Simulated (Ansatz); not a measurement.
input.yaml (Ansatz)

```yaml
crystal:
  lattice:
    - [3.7594510668, 0.0, 0.0]
    - [-1.8797255334, 3.2557801281, 0.0]
    - [0.0, 0.0, 12.539910753]
  atoms:
    - { symbol: Pr, position: [1.0, 0.0, 0.0], spin: 2.405 }
    - { symbol: Pr, position: [1.0, 0.0, 0.5], spin: 2.405 }
    - { symbol: Pr, position: [0.3333333333, 0.6666666667, 0.75], spin: -2.616 }
    - { symbol: Pr, position: [0.6666666667, 0.3333333333, 0.25], spin: -2.616 }
hamiltonian:
  xc: r2scan
  pseudopotentials:
    kind: paw
    azcp:
      Pr: "pseudopotentials/Pr.paw.azcp"
basis:
  ecutwfc: 500
  fft_grid_basis: typed
kpoints:
  mp_grid: { grid: [13, 13, 4], shift: [0, 0, 0] }
magnetization:
  spin_polarized: true
scf:
  occupations: { method: fermi_dirac, width: 0.05 }
output:
  stress: true
```

Terminal output

```
band count auto-derived: 59 (N_el = 52.0; filled up to band 26; 38 by the electrons, moments and atoms)
Engine: ansatz 0.2.0, aarch64-unknown-linux-gnu
Pseudopotentials: kind: paw
Pseudopotential: Pr, paw, valence charge 13, recommended cutoff 500 eV (meta_gga) 
Functional definition: r2SCAN
  parameter k0 = 0.174
  parameter k1 = 0.065
  parameter a1 = 4.9479
  exchange = r2scan_x(k0 = k0, k1 = k1, a1 = a1)
  correlation = r2scan_c
Crystal: 4 atoms, lattice volume = 153.488 Å³
Basis set: ecut = 500 eV, 3861 PW (Γ), exchange–correlation on 120×120×384 points (64 copies of the dense FFT grid, shifted against one another)
Bands: 59, of which v1, the nominal top of the filled ones, is band 26 counted from 1 (25 counted from 0)
Symmetry: 24 space group operations
Space group: P63/mmc (ITA 194), of the structure as read, at distance tolerance 5.4e-5 Å
Magnetic group: BNS 194.263 (UNI 1493), of the structure as read, at distance tolerance 5.4e-5 Å
k-points: 63 of 676
Non-local potential: Pr, projectors of the file, l = 0: 3, l = 1: 2, l = 2: 2, l = 3: 3
PAW form: soft (Blöchl's): semilocal exchange-correlation on the pseudo side does not see the compensation charge
PAW frozen core: Pr, regenerated for the run's functional (the file was generated under x = pbe(κ = 0.804, μ = 0.2195149727645171), c = pbe(β = 0.06672455060314922))
PAW one-centre angular grid: Pr, 2702 points (default); XC on 160 Gauss nodes
Initial density: superposition of atomic densities (chi_scale 0.1, normalization cell)
Starting moments: Σ|m| = 10.042 μB on 4 of 4 sites
Initial wavefunctions: pseudopotential atomic-orbital guess
Functional: x = r2scan, c = r2scan; τ floored in thin density (d = 2e-4 eV/Å³)
iter 1 solved again at ethr=8.49e-4 eV; its pass at ethr=3.10e-3 eV (dr2=4.42e-1 eV) is discarded
SCF iter   1: F=—  HF=-27787.700473 eV  |F-HF|=—  |Δ(HF+E_count)|=         —  Δρ=3.11e-2 (↑3.11e-2 ↓3.11e-2)  dr2=4.64e-1  dr2_τ=8.92e-3  dr2_m=1.25e0  M=-0.270 μB ∫|m|=9.582 μB  β_m=0.78  ethr=8.49e-4  ⟨swp⟩=2.3  Hψ=32781  notcnv=0
Mixer restart at iter 1: flushing history
spin=Collinear: Kerker preconditioning applied to the charge; magnetization (m = ρ↑ − ρ↓) channel mixes plain (no charge-response kernel on spin).
...
SCF iter  43: F=—  HF=-27794.458464 eV  |F-HF|=—  |Δ(HF+E_count)|=   1.15e-3  Δρ=3.42e-4 (↑3.22e-4 ↓3.42e-4)  dr2=6.00e-4  dr2_τ=1.84e-6  dr2_m=3.51e-6  M=-0.189 μB ∫|m|=11.808 μB  β_m=1.00  ethr=3.13e-6  ⟨swp⟩=2.0  Hψ=11301  notcnv=0  defer=2235  κ⁻¹=9.4e-3(r=3)
SCF iter  44: F=—  HF=-27794.458894 eV  |F-HF|=—  |Δ(HF+E_count)|=   4.30e-4  Δρ=1.79e-4 (↑1.55e-4 ↓1.79e-4)  dr2=2.06e-4  dr2_τ=5.81e-7  dr2_m=1.15e-6  M=-0.184 μB ∫|m|=11.810 μB  β_m=1.00  ethr=1.15e-6  ⟨swp⟩=2.0  Hψ=9735  notcnv=0  defer=2236  κ⁻¹=3.2e-3(r=4)
SCF iter  45: F=—  HF=-27794.459078 eV  |F-HF|=—  |Δ(HF+E_count)|=   1.84e-4  Δρ=9.84e-5 (↑8.57e-5 ↓9.84e-5)  dr2=4.88e-5  dr2_τ=1.79e-7  dr2_m=1.23e-6  M=-0.179 μB ∫|m|=11.807 μB  β_m=1.00  ethr=3.97e-7  ⟨swp⟩=2.0  Hψ=10078  notcnv=0  defer=2231  κ⁻¹=5.1e-4(r=5)
SCF iter  46: F=—  HF=-27794.459126 eV  |F-HF|=—  |Δ(HF+E_count)|=   4.79e-5  Δρ=4.97e-5 (↑4.97e-5 ↓4.97e-5)  dr2=5.74e-6  dr2_τ=9.26e-8  dr2_m=5.01e-7  M=-0.176 μB ∫|m|=11.801 μB  β_m=1.00  ethr=9.38e-8  ⟨swp⟩=2.0  Hψ=10671  notcnv=0  defer=2231  κ⁻¹=7.8e-5(r=6)
SCF iter  47: F=—  HF=-27794.459129 eV  |F-HF|=—  |Δ(HF+E_count)|=   3.73e-6  Δρ=2.59e-5 (↑2.59e-5 ↓2.42e-5)  dr2=1.92e-6  dr2_τ=2.56e-8  dr2_m=7.82e-8  M=-0.176 μB ∫|m|=11.798 μB  β_m=1.00  ethr=1.10e-8  ⟨swp⟩=2.0  Hψ=10615  notcnv=0  defer=2231  κ⁻¹=3.4e-5(r=7)
SCF iter  48: F=—  HF=-27794.459130 eV  |F-HF|=—  |Δ(HF+E_count)|=   5.00e-7  Δρ=1.48e-5 (↑1.36e-5 ↓1.48e-5)  dr2=8.58e-7  dr2_τ=6.85e-9  dr2_m=3.44e-8  M=-0.176 μB ∫|m|=11.797 μB  β_m=1.00  ethr=3.69e-9  ⟨swp⟩=2.0  Hψ=10586  notcnv=0  defer=2231  κ⁻¹=1.5e-5(r=8)
SCF iter  49: F=—  HF=-27794.459131 eV  |F-HF|=—  |Δ(HF+E_count)|=   8.72e-7  Δρ=6.90e-6 (↑6.90e-6 ↓6.66e-6)  dr2=2.00e-7  dr2_τ=1.70e-9  dr2_m=4.00e-9  M=-0.176 μB ∫|m|=11.796 μB  β_m=1.00  ethr=1.65e-9  ⟨swp⟩=2.0  Hψ=10665  notcnv=0  defer=2231  κ⁻¹=2.9e-5(r=8)
SCF iter  50: F=—  HF=-27794.459131 eV  |F-HF|=—  |Δ(HF+E_count)|=   3.02e-7  Δρ=5.46e-6 (↑5.46e-6 ↓4.70e-6)  dr2=9.54e-8  dr2_τ=5.87e-10  dr2_m=2.37e-9  M=-0.175 μB ∫|m|=11.796 μB  β_m=1.00  ethr=3.84e-10  ⟨swp⟩=2.1  Hψ=10222  notcnv=0  defer=2231  κ⁻¹=1.4e-5(r=8)
SCF iter  51: F=—  HF=-27794.459131 eV  |F-HF|=—  |Δ(HF+E_count)|=   3.01e-7  Δρ=2.98e-6 (↑2.98e-6 ↓2.42e-6)  dr2=1.77e-8  dr2_τ=1.56e-10  dr2_m=9.16e-10  M=-0.175 μB ∫|m|=11.796 μB  β_m=1.00  ethr=1.83e-10  ⟨swp⟩=2.1  Hψ=10666  notcnv=0  defer=2231  κ⁻¹=7.8e-6(r=8)
SCF iter  52: F=-27794.459132 eV  HF=-27794.459132 eV  |F-HF|=1.83e-8  |Δ(HF+E_count)|=   1.16e-7  Δρ=3.74e-6 (↑3.74e-6 ↓2.84e-6)  dr2=4.09e-8  dr2_τ=1.12e-10  dr2_m=5.60e-9  M=-0.175 μB ∫|m|=11.796 μB  ethr=3.40e-11  ⟨swp⟩=9.8  Hψ=41548  notcnv=0
SCF 1 converged in 52 iterations: F = -27794.459132 eV  dr2 = 4.09e-8
Symmetry: 4 space group operations
k-points: 147 of 676 (time reversal used)
Initial density: read from a saved state, or passed on in memory by an earlier SCF of this step, an earlier step, the calling program or the single point that the run made first
Starting moments: Σ|m| = 10.042 μB on 4 of 4 sites; this step starts from the density that it was given
Initial wavefunctions: those read from a saved state, or passed on in memory by an earlier step or the calling program
iter 1 solved again at ethr=7.87e-11 eV; its pass at ethr=1.92e-6 eV (dr2=4.09e-8 eV) is discarded
SCF iter   1: F=—  HF=-27794.459132 eV  |F-HF|=—  |Δ(HF+E_count)|=         —  Δρ=3.74e-6 (↑3.74e-6 ↓2.84e-6)  dr2=4.09e-8  dr2_τ=1.12e-10  dr2_m=5.60e-9  M=-0.175 μB ∫|m|=11.796 μB  ethr=7.87e-11  ⟨swp⟩=1.0  Hψ=67437  notcnv=0
spin=Collinear: Kerker preconditioning applied to the charge; magnetization (m = ρ↑ − ρ↓) channel mixes plain (no charge-response kernel on spin).
SCF iter   2: F=—  HF=-27794.503421 eV  |F-HF|=—  |Δ(HF+E_count)|=   4.43e-2  Δρ=9.16e-4 (↑8.38e-4 ↓9.16e-4)  dr2=3.45e-3  dr2_τ=1.02e-4  dr2_m=3.19e-4  M=-0.255 μB ∫|m|=11.821 μB  ethr=1.92e-6  ⟨swp⟩=1.1  Hψ=74351  notcnv=0
SCF iter   3: F=—  HF=-27794.515622 eV  |F-HF|=—  |Δ(HF+E_count)|=   1.22e-2  Δρ=7.77e-4 (↑7.39e-4 ↓7.77e-4)  dr2=1.49e-3  dr2_τ=4.75e-6  dr2_m=3.98e-4  M=-0.335 μB ∫|m|=11.884 μB  ethr=1.92e-6  ⟨swp⟩=1.1  Hψ=47769  notcnv=0
SCF iter   4: F=—  HF=-27794.516737 eV  |F-HF|=—  |Δ(HF+E_count)|=   1.12e-3  Δρ=1.02e-3 (↑8.94e-4 ↓1.02e-3)  dr2=4.62e-3  dr2_τ=4.91e-6  dr2_m=6.46e-4  M=-0.304 μB ∫|m|=11.915 μB  ethr=1.92e-6  ⟨swp⟩=1.0  Hψ=44447  notcnv=0
```

The run was cut off at its time limit.

Open f shells have many self-consistent states, so the state found may not be the lowest.
